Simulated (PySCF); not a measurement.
Species: C4H10NP.
Cartesian coordinates in Å at the GFN2-xTB level; atoms count from 1:
```
atom  x, y, z in Å
C1     1.612    0.035   -0.930
C2     0.743    0.306    0.260
P3     1.347    0.897    1.748
N4    -0.592    0.082    0.114
C5    -1.425    0.228    1.279
C6    -1.124   -0.674   -0.992
H7     2.649    0.268   -0.702
H8     1.553   -1.014   -1.223
H9     1.304    0.646   -1.780
H10    2.663    1.009    1.312
H11   -1.234    1.205    1.730
H12   -2.474    0.162    0.998
H13   -1.201   -0.536    2.033
H14   -2.205   -0.547   -1.020
H15   -0.904   -1.745   -0.903
H16   -0.718   -0.314   -1.936
```

Method: TDDFT CAM-B3LYP/def2-SVPD, vertical, gas phase, core orbitals frozen in the response (PySCF 2.14.0, density-fitted response routines).

Ground-to-excited transition dipoles (e·a0, same axes as the geometry; the sign carries no meaning), for the states with f of 0.002 or more among the lowest 7:

| state | E (hartree) | μx | μy | μz |
| --- | --- | --- | --- | --- |
| S1 | 0.1733 | -0.888 | -0.749 | -1.048 |
| S2 | 0.1890 | -0.349 | 0.229 | -0.471 |
| S3 | 0.1989 | -0.132 | 0.192 | -0.151 |
| S4 | 0.2095 | -0.079 | 0.145 | -0.120 |
| S6 | 0.2320 | 0.097 | -0.358 | 0.224 |
| S7 | 0.2505 | -0.016 | 0.263 | -0.152 |

Problem. What oscillator strength does each state have?

Solution. f = (2/3) ΔE |μ|² with ΔE in hartree (27.2114 eV).

```
state  |μ|² (au)  |μ| (D)      f
   S1      2.449     3.98  0.283
   S2      0.397     1.60  0.050
   S3      0.077     0.70  0.010
   S4      0.042     0.52  0.006
   S6      0.188     1.10  0.029
   S7      0.093     0.77  0.015
```

Problem. Which bond between heavy atoms lies closest to the direction of the S1 transition dipole?

Solution. N4–C6, at 13° from it; next C2–P3 at 19°.

Problem. What angle do the transition dipoles of S2 and S6 make?

Solution. |cos θ| = |μa·μb| / (|μa| |μb|) = 0.81, so θ ≈ 36° (taken between 0 and 90°, since the signs are arbitrary).

Problem. How is the summed strength of these states shared among x, y and z?

Solution. (2/3) Σ ΔE μα² gives 0.111 for x, 0.111 for y and 0.172 for z, 0.393 in all.

Problem. What peak molar absorption coefficient would the strongest computed level give as a lone Gaussian band 0.3 eV wide at half height?

Solution. ε(max) = 2.175×10⁸ f / FWHM, with the width in cm⁻¹. S1: 2.175×10⁸ × 0.2829 / 2420 ≈ 25000 L mol⁻¹ cm⁻¹.
